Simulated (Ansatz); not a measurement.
SiNH₄Cl, singlet: a nudged elastic band.

in.yaml

```yaml
crystal:
  periodic: [false, false, false]
  atoms:
    - {symbol: Si, position_ang: [-0.438115, -0.069199, 0.451359]}
    - {symbol: H, position_ang: [-0.057501, 0.496465, 1.762736]}
    - {symbol: N, position_ang: [0.650882, 0.510631, -0.719198]}
    - {symbol: H, position_ang: [1.641333, 0.517317, -0.535083]}
    - {symbol: H, position_ang: [-1.808862, 0.292224, 0.033071]}
    - {symbol: Cl, position_ang: [-0.451475, -2.125021, 0.707154]}
    - {symbol: H, position_ang: [0.463737, 0.377684, -1.700140]}
basis:
  gaussian: {orbitals: def2-SVP}
hamiltonian: {xc: pbe0, dispersion: d4}
neb:
  images: 1
  climbing: true
  max_iterations: 30
  initial_path: idpp
  final_atoms:
    - {symbol: Si, position_ang: [-0.582517, -0.466947, -0.463916]}
    - {symbol: H, position_ang: [0.689852, 0.985275, 2.095746]}
    - {symbol: N, position_ang: [0.525526, -0.359796, -1.588629]}
    - {symbol: H, position_ang: [1.128368, 1.082092, 1.497838]}
    - {symbol: H, position_ang: [-1.719008, 0.400163, -0.080789]}
    - {symbol: Cl, position_ang: [-0.595270, -2.065678, 0.765241]}
    - {symbol: H, position_ang: [0.553050, 0.424991, -2.225593]}
```

Run by:

```bash
ansatz run in.yaml --threads 2 --pin off --events-out ev --progress --plain --max-ram 4352MiB
```

Output of Ansatz 0.2.0:

```
Functional definition: PBE0
  name "PBE0"
  cite "Adamo & Barone, J. Chem. Phys. 110, 6158 (1999) doi:10.1063/1.478522"
  cite "Perdew, Burke & Ernzerhof, Phys. Rev. Lett. 77, 3865 (1996) doi:10.1103/PhysRevLett.77.3865"
  parent pbe
  parameter a = 0.25
  parameter kappa = 0.804
  parameter beta = 0.06672455060314922
  exchange = (1 - a)*pbe_x(kappa = kappa, mu = beta*pi^2/3) + a*exact_x
  correlation = pbe_c(beta = beta)
722 factors; integrals over basis functions are off by at most 4.6e-4 eV
mean field evaluation 1: about -21936.1734 eV, gradient 4.8e1 eV
mean field evaluation 2: about -21930.6966 eV, gradient 6.6e1 eV
mean field evaluation 4: about -21940.6554 eV, gradient 1.5e0 eV
mean field evaluation 8: about -21940.6667 eV, gradient 9.9e-3 eV
mean field -21940.66670026 eV, -806.3046293167 hartree, gradient 8.4e-5 eV, S^2 0.000000; 0 other end points of the search recorded, 0 dependent functions left out
the calculation of the forces begins
reference -21940.66672221 eV, -806.3046301232 hartree; 21, 21 occupied and 49, 49 virtual orbitals, 722 factors
720 factors; integrals over basis functions are off by at most 8.7e-4 eV
mean field evaluation 16: about -21884.0875 eV, gradient 1.3e2 eV
mean field -21937.82244396 eV, -806.2001048255 hartree, gradient 3.2e-5 eV, S^2 0.000000; 0 other end points of the search recorded, 0 dependent functions left out
the calculation of the forces begins
reference -21937.82246713 eV, -806.2001056769 hartree; 21, 21 occupied and 49, 49 virtual orbitals, 720 factors
WARN: NEB end point (image 0): max|allowed force component| = 3.083e-1 eV/Å (the criterion of neb.relax_end_points is 1.000e-2). That is over neb.f_tol: it is no minimum, so the barrier can be far off. Relax it first
WARN: NEB end point (image 2): max|allowed force component| = 4.239e-1 eV/Å (the criterion of neb.relax_end_points is 1.000e-2). That is over neb.f_tol: it is no minimum, so the barrier can be far off. Relax it first
722 factors; integrals over basis functions are off by at most 7.4e-4 eV
mean field evaluation 32: about -21930.4157 eV, gradient 2.9e1 eV
mean field -21933.50892137 eV, -806.0415857941 hartree, gradient 2.9e-5 eV, S^2 0.000000; 0 other end points of the search recorded, 0 dependent functions left out
the calculation of the forces begins
reference -21933.50894517 eV, -806.0415866686 hartree; 21, 21 occupied and 49, 49 virtual orbitals, 722 factors
NEB iter   1: max|band force component| = 2.926e0 eV/Å  barrier→ = 7.1256 eV  barrier← = 4.2874 eV  Δτ_max = 0.1636 Å  (78 SCF iters)
NEB iter   2: max|band force component| = 3.197e0 eV/Å  barrier→ = 6.6114 eV  barrier← = 3.7732 eV  Δτ_max = 0.2000 Å  (34 SCF iters)
NEB iter   3: max|band force component| = 2.968e0 eV/Å  barrier→ = 5.6939 eV  barrier← = 2.8558 eV  Δτ_max = 0.2000 Å  (33 SCF iters)
NEB iter   4: max|band force component| = 2.363e0 eV/Å  barrier→ = 4.8000 eV  barrier← = 1.9619 eV  Δτ_max = 0.2000 Å  (31 SCF iters)
NEB iter   5: max|band force component| = 1.344e0 eV/Å  barrier→ = 3.9932 eV  barrier← = 1.1550 eV  Δτ_max = 0.2000 Å  (29 SCF iters)
NEB iter   6: max|band force component| = 3.240e0 eV/Å  barrier→ = 3.8531 eV  barrier← = 1.0149 eV  Δτ_max = 0.0998 Å  (31 SCF iters)
NEB iter   7: max|band force component| = 3.758e-1 eV/Å  barrier→ = 3.6236 eV  barrier← = 0.7855 eV  CI = image 1  Δτ_max = 0.0449 Å  (29 SCF iters)
NEB iter   8: max|band force component| = 3.349e-1 eV/Å  barrier→ = 3.5981 eV  barrier← = 0.7599 eV  CI = image 1  Δτ_max = 0.0741 Å  (26 SCF iters)
NEB iter   9: max|band force component| = 4.383e-1 eV/Å  barrier→ = 3.5900 eV  barrier← = 0.7518 eV  CI = image 1  Δτ_max = 0.0369 Å  (29 SCF iters)
NEB iter  10: max|band force component| = 2.308e-1 eV/Å  barrier→ = 3.5942 eV  barrier← = 0.7560 eV  CI = image 1  Δτ_max = 0.0327 Å  (26 SCF iters)
NEB iter  11: max|band force component| = 1.783e-1 eV/Å  barrier→ = 3.5881 eV  barrier← = 0.7500 eV  CI = image 1  Δτ_max = 0.0360 Å  (26 SCF iters)
NEB iter  12: max|band force component| = 2.324e-1 eV/Å  barrier→ = 3.5834 eV  barrier← = 0.7452 eV  CI = image 1  Δτ_max = 0.0179 Å  (26 SCF iters)
NEB iter  13: max|band force component| = 1.247e-1 eV/Å  barrier→ = 3.5810 eV  barrier← = 0.7429 eV  CI = image 1  Δτ_max = 0.0295 Å  (26 SCF iters)
NEB iter  14: max|band force component| = 1.039e-1 eV/Å  barrier→ = 3.5779 eV  barrier← = 0.7397 eV  CI = image 1  Δτ_max = 0.0314 Å  (26 SCF iters)
NEB iter  15: max|band force component| = 1.129e-1 eV/Å  barrier→ = 3.5759 eV  barrier← = 0.7378 eV  CI = image 1  Δτ_max = 0.0240 Å  (26 SCF iters)
NEB iter  16: max|band force component| = 6.707e-2 eV/Å  barrier→ = 3.5749 eV  barrier← = 0.7367 eV  CI = image 1  Δτ_max = 0.0177 Å  (25 SCF iters)
NEB iter  17: max|band force component| = 5.109e-2 eV/Å  barrier→ = 3.5739 eV  barrier← = 0.7358 eV  CI = image 1  Δτ_max = 0.0074 Å  (26 SCF iters)
NEB iter  18: max|band force component| = 2.689e-2 eV/Å  barrier→ = 3.5738 eV  barrier← = 0.7357 eV  CI = image 1  CI's point: of a kind that is not told: the force calls were inconclusive, a negative curvature could not be distinguished from the path's own, the only one lies far off the path, or fixed occupations may fill a level only in part  Δτ_max = 0.0000 Å  (707 SCF iters)
Total energy: -21937.20086083 eV, -806.1772620668 hartree
Atom 0 at    -0.431673    -0.238556     0.065954 Å, force     0.017925    -0.000484     0.002163 eV/Å
Atom 1 at     0.531684     0.693906     1.243725 Å, force     0.003043    -0.001897    -0.007893 eV/Å
Atom 2 at     0.634829     0.244201    -1.049884 Å, force    -0.029587    -0.013156    -0.011861 eV/Å
Atom 3 at     0.855911     0.857074     0.423404 Å, force    -0.005652    -0.002646     0.010958 eV/Å
Atom 4 at    -1.745136     0.354760     0.441613 Å, force    -0.000911     0.002521    -0.001872 eV/Å
Atom 5 at    -0.480085    -2.109146     0.936314 Å, force     0.000900     0.006952     0.000671 eV/Å
Atom 6 at     0.634470     0.197863    -2.061227 Å, force     0.014283     0.008709     0.007834 eV/Å
Dipole moment:    -0.195432     0.180510     0.032055 e Å

[the SCF lines of later steps are left out]
```

The run took about 40 s on 2 CPU threads of an Arm Neoverse V2 (shared host).


The run ended normally. One image cannot map a path; it gives at best a single point between the ends.